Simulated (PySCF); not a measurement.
A GIAO shielding run with PySCF 2.14.0 with density-fitted response routines (density fitting, non-relativistic, gas phase) on `C=C(C)[C+](C)C`, [C$_{6}$H$_{11}$]+:

```
{"job": {"kind": "nmr", "xc": "wB97X-D", "basis": "pcSseg-1", "pop": false}, "charge": 1, "multiplicity": 1}
C      1.641123    -1.153170    -0.086577
C      1.001004     0.052747    -0.109031
C      1.713818     1.297291    -0.554012
C     -0.367273     0.121948     0.321873
C     -1.031574     1.431831     0.339130
C     -1.173624    -1.030449     0.742030
H      2.689878    -1.229215    -0.390570
H      1.161885    -2.079526     0.234854
H      2.726867     1.063515    -0.903329
H      1.804539     2.024445     0.267939
H      1.182235     1.795380    -1.378681
H     -1.115033     1.784970    -0.708729
H     -2.032039     1.411215     0.785924
H     -0.400340     2.191205     0.830654
H     -1.486454    -0.859928     1.790143
H     -0.707824    -2.015401     0.656810
H     -2.122767    -1.018795     0.175746
```

Hardware: 1 thread of an x86-64 server CPU, shared host.

**Question.** How large is the calculation?

**Answer.** 46 electrons, 157 basis functions and 808 auxiliary functions.

**Question.** How long does it take?

**Answer.** 31 s of wall time, with 13 SCF cycles and 7 response iterations. Times on a shared host scatter by some tens of per cent.

**Question.** And these other runs on the same molecule and hardware: GIAO shielding at B97-2/pcSseg-1; GIAO shielding at BHandHLYP/pcSseg-1; GIAO shielding at CAM-B3LYP/pcSseg-1; GIAO shielding at LC-wPBE/pcSseg-1; GIAO shielding at WP04/pcSseg-1; GIAO shielding at PBE0/6-311+G(2d,p)?

**Answer.** B97-2/pcSseg-1: 157 functions, 22 s; BHandHLYP/pcSseg-1: 157 functions, 21 s; CAM-B3LYP/pcSseg-1: 157 functions, 30 s; LC-wPBE/pcSseg-1: 157 functions, 37 s; WP04/pcSseg-1: 157 functions, 26 s; PBE0/6-311+G(2d,p): 228 functions, 14 s.
